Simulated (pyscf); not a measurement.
HC≡N (SMILES C#N) → C⁻≡NH⁺ (SMILES [C-]#[NH+]) (hydrogen shift; singlet surface; C–H broken, H–N formed). PySCF, gas phase, ωB97X-D3(BJ)/def2-SVP geometries. MP2 and CC: frozen core, UHF for open shells. ΔMP2 is the change of the MP2 total energy from the triple- to the quadruple-zeta basis. Energies in eV from the reactant's lowest minimum found.

```tsv
level	barrier	reaction energy
ωB97X-D3(BJ)/def2-TZVP	2.01	+0.57
M06-2X/def2-TZVP	2.01	+0.56
ωB97M-D3(BJ)/def2-TZVP	1.94	+0.54
HF/def2-TZVP	2.08	+0.44
MP2/def2-QZVPP	2.26	+0.76
CCSD(T)/def2-TZVPP	2.06	+0.64
CCSD(T)/def2-TZVPP + ΔMP2(QZVPP)	2.06	+0.64
```

The CCSD(T) − MP2 part came from Ansatz, without density fitting, on the same reference.
